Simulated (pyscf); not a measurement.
## Routes from CH₄ (SMILES C) + HO–AlH₂ (SMILES [OH][AlH2])

Candidate steps break at most two bonds and form at most two. Each was searched with GFN2-xTB (tblite) first. PySCF, gas phase, ωB97X-D3(BJ)/def2-SVP geometries. MP2 and CC: frozen core, UHF for open shells. ΔMP2 is the change of the MP2 total energy from the triple- to the quadruple-zeta basis. Energies: CCSD(T)/def2-TZVPP + ΔMP2(QZVPP), eV, from the separated reactants, singlet surface.

| products | type | ΔE‡ | ΔE | ΔG‡ 298 K | ΔG‡ 900 K | ν‡ (cm⁻¹) |
|---|---|---|---|---|---|---|
| H₃C–AlH₂ + H₂O | four-centre exchange | 1.48 | +1.53 | – | – | 1362i |
| H₃C–OH + AlH₃ | four-centre exchange | 4.07 | +2.60 | 4.43 | 5.25 | 1144i |

A dash marks a saddle under its separated products, whose escape then sets the rate. Row 1: On the product side the descent ends in an adduct with a Al–O contact, 0.92 eV under the separated species and 0.75 eV under the saddle at ωB97X-D3(BJ)/def2-TZVP. Row 2: On the product side the descent ends in an adduct with a Al–O contact, 1.13 eV under the separated species and 2.56 eV under the saddle at ωB97X-D3(BJ)/def2-TZVP. 

Plain bond fissions and candidates not yet searched are not listed, and one of them may be faster. Each barrier is that of the saddle found; lower ones may exist. The CCSD(T) − MP2 part came from Ansatz, without density fitting, on the same reference.
